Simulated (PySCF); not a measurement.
Compound: C2H7O2P.
Numbering: `[CH3:1][P:2]([CH3:3])(=[O:4])[OH:5]` (hydrogens: H6, H7, H8 on C1; H9, H10, H11 on C3; H12 on O5)

Torsions of this conformer, `[CH3:1][P:2]([CH3:3])(=[O:4])[OH:5]`: H–O5–P2–C1 -128°.

The closed-shell ground state was solved at several levels (PySCF, density fitting, gas phase, non-relativistic). The structure is a single PBE0-D3(BJ)/def2-SVP conformer in the gas phase; no vibrational or solvent corrections.

```csv
level,basis functions,HOMO (eV),LUMO (eV),gap (eV),dipole (D)
PBE0/pcSseg-1,127,-7.79,0.98,8.77,2.76
B97-2/pcSseg-2,285,-7.61,0.28,7.89,2.98
```

(1) What might CAM-B3LYP/def2-SVPD (166 basis functions) give for the same quantities?

(2) Over all these levels, which gives the widest orbital gap and which the narrowest?

(3) How far do the dipole and the HOMO energy spread over the levels?

## Answers

(1) HOMO -9.35 eV, LUMO 0.92 eV, gap 10.27 eV, dipole 3.12 D.

(2) CAM-B3LYP/def2-SVPD (range-separated hybrid) has the widest, 10.27 eV, and B97-2/pcSseg-2 (global hybrid, 21 % exact exchange) the narrowest, 7.89 eV. Functional and basis both differ between the two, so the spread mixes both effects.

(3) The dipole runs from 2.76 to 3.12 D (mean 2.95 D) and the HOMO from -9.35 to -7.61 eV.
